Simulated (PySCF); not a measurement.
## BF from Hartree–Fock to correlated methods

State: ¹Σ⁺ (singlet), closed shell. Set-up: PySCF, no relativity, basis sets B def2-SVPD, F def2-SVPD. De refers to B + F in their high-spin ground configurations, without counterpoise correction. A positive dipole means B(−)F(+).

```tsv
Level	Re (Å)	ωe (cm⁻¹)	De (eV)	μ (D)
RHF	1.257	1447	5.87	0.94
RHF-MP2	1.281	1352	7.84	n/a
RHF-SCS-MP2	1.281	1352	7.63	n/a
RHF-CCSD	1.283	1345	7.35	n/a
RHF-CCSD(T)	1.286	1330	7.47	n/a
LDA	1.266	1380	9.07	1.07
PBE	1.282	1321	8.03	0.99
r²SCAN	1.273	1361	7.75	1.05
PBE0	1.269	1379	7.71	0.98
B97-3	1.269	1379	7.72	0.98
ωB97X	1.274	1363	7.76	0.97
B2PLYP	1.273	1364	7.72	0.87
```

Q: Which functional lies closest to RHF-CCSD(T) in De, which farthest, and by how much do they differ from it?

A: Closest is PBE0 (-1.7 pm in Re, +3.7 % in ωe, +0.24 eV in De against RHF-CCSD(T) in the same basis), farthest LDA (-2.0 pm in Re, +3.8 % in ωe, +1.60 eV in De). CCSD(T) converges more slowly with the basis than the functionals do and binds too weakly in this one, so the order can change at the basis-set limit.

Q: What does a quarter of exact exchange do here, going from PBE to PBE0?

A: PBE0 less PBE: -1.3 pm in Re, +4.4 % in ωe, -0.32 eV in De. Exact exchange removes part of the self-interaction that spreads semilocal densities, and in most molecules shortens and stiffens the bond and lowers De; so it does here.

Q: What does the step from GGA to meta-GGA do here, going from PBE to r²SCAN?

A: r²SCAN less PBE: -0.9 pm in Re, +3.0 % in ωe, -0.28 eV in De. 

Correlated steps freeze 2 core orbitals. Correlated levels converge slowly with the basis: in double zeta they bind strong bonds too weakly, by up to about 1 eV, and carry superposition errors of some tenths. Where the molecule has an RHF reference, its open-shell atoms are computed with UHF. B2PLYP dipoles, levels and charges come from its SCF part alone.

The whole job (state search and all levels along the bond) took about 1.2 min on 1 thread of Intel Xeon Platinum 8375C @ 2.90GHz (shared host), peak memory 0.49 GiB.
